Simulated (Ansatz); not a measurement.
# NaHO: taking an electron away

How much energy removes an electron from NaHO at fixed geometry? The cation is run at each level and the neutral's energy taken from earlier runs.

Computed with Ansatz 0.2.0, Gaussian basis. Level: unrestricted cation, the program's frozen cores in correlated methods.

The runs, in order: UKS PBE-D4/def2-TZVPP; UKS r2SCAN-D4/def2-TZVPP; UKS PBE0-D4/def2-TZVPP; UKS B3LYP-D4/def2-TZVPP; UKS wB97X-V/def2-TZVPP; UKS wB97M-V/def2-TZVPP; UKS B2PLYP/def2-TZVPP; UHF-CCSD(T)/def2-TZVPP; UHF-CCSD(T)/def2-QZVPP; extrapolation to the limit; then −ε(HOMO) from the neutral's earlier runs with LDA (SPW92), PBE-D4, revPBE-D4, BLYP-D4, r2SCAN-D4, B97M-V, PBE0-D4, B3LYP-D4, r2SCANh-D4, r2SCAN0-D4, HSE06-D4, BHLYP-D4, CAM-B3LYP-D4, LC-ωPBE, ωB97X-V, ωB97M-V.

## 1. The relaxed structure

The geometry comes from an earlier relaxation with PBE0-D4 in a triple-zeta def2 set; it is a stationary point.

3 atoms, charge 0, spin multiplicity 1.

Atoms are counted from 1 here; the program's logs count them from 0.

Bond lengths: O1–Na2 1.929 Å, O1–H3 0.951 Å. Angles: Na2–O1–H3 179.9°.

## 2. Cation, UKS PBE-D4/def2-TZVPP

in.yaml reads:

```yaml
crystal:
  periodic: [false, false, false]
  atoms:
    - {symbol: O, position_ang: [-0.289794, -0.013943, -0.160195]}
    - {symbol: Na, position_ang: [1.403727, -0.057262, 0.762191]}
    - {symbol: H, position_ang: [-1.124933, 0.006305, -0.615197]}
basis:
  gaussian: {orbitals: def2-TZVPP}
total_charge: 1
magnetization: {spin_polarized: true, initial_magnetization: 1}
hamiltonian: {xc: pbe, dispersion: d4}
```

Run with:

```sh
$ ansatz run in.yaml --threads 2 --pin off --events-out ev --progress --plain --max-ram 32768MiB --backend cpu
```

Further steps of the session: Cation, UKS r2SCAN-D4/def2-TZVPP; Cation, UKS PBE0-D4/def2-TZVPP; Cation, UKS B3LYP-D4/def2-TZVPP; Cation, UKS wB97X-V/def2-TZVPP; Cation, UKS wB97M-V/def2-TZVPP; Cation, UKS B2PLYP (frozen core)/def2-TZVPP; Cation, UHF-CCSD(T)/def2-TZVPP; Cation, UHF-CCSD(T)/def2-QZVPP.

**Question.** What will the summary of the whole plan be? Wanted: ionisation energy, CCSD(T)/CBS; nearest functional by difference; nearest −ε(HOMO); −ε(HOMO) of PBE; T1 of the cation.

**Answer**, as computed:

| quantity | value |
| --- | --- |
| ionisation energy, CCSD(T)/CBS | 8.19 eV |
| nearest functional by difference | PBE-D4 (+0.01 eV) |
| nearest −ε(HOMO) | LC-ωPBE (-0.21 eV) |
| −ε(HOMO) of PBE | 3.63 eV |
| T1 of the cation | 0.007 |

In words: Energy differences with functionals land within 0.29 eV of the reference. The PBE orbital energy is 4.6 eV too small: a semilocal HOMO is no ionisation energy. Among orbital estimates LC-ωPBE comes nearest. Hartree-Fock falls 2.09 eV short, as the neutral has more correlation energy than the cation. Correlated methods include outer-core shells of Na, which these sets cover unevenly.
